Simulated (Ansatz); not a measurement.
Coupled-cluster diagnostics for MgCl₂, Ansatz.

Geometry of the singlet (PBE0-D4/def2-TZVP):

```xyz
3

Mg   -0.004   -0.005   -0.002
Cl   -1.657    1.398    0.051
Cl    1.661   -1.393   -0.049
```

Correlated methods freeze 11 core orbitals; core or outer-core shells of Mg are correlated, in sets that lack core-valence functions.

(1) Estimate the CCSD(T) correlation energy, the shares of MP2 and (T), T1 and the reference's ⟨S²⟩ for: charge 0, singlet, own geometry in def2-TZVPP; charge 0, singlet, own geometry in def2-TZVPD; charge 1, doublet, vertical in def2-TZVPP; charge -1, doublet, vertical in def2-TZVPD; and the rough time on 4 threads of Arm Neoverse V2 on a shared host.

Answers

(1) 
| state | basis | correlation (eV) | MP2 share (%) | (T) share (%) | T1 | ⟨S²⟩ (pure) | wall time |
| --- | --- | --- | --- | --- | --- | --- | --- |
| charge 0, singlet, own geometry | def2-TZVPP | -16.953 | 91.0 | 3.0 | 0.006 | 0.00 (0.00) | 1.6 s |
| charge 0, singlet, own geometry | def2-TZVPD | -16.928 | 90.7 | 3.1 | 0.006 | 0.00 (0.00) | 2.1 s |
| charge 1, doublet, vertical | def2-TZVPP | -15.954 | 89.5 | 2.9 | 0.015 | 0.76 (0.75) | 8 s |
| charge -1, doublet, vertical | def2-TZVPD | -17.415 | 90.8 | 3.3 | 0.011 | 0.75 (0.75) | 9 s |
Customary marks for T1 are 0.02 (closed shells), 0.045 (open shells) and about 0.05 (3d metals). T1 stays under 0.02 throughout.
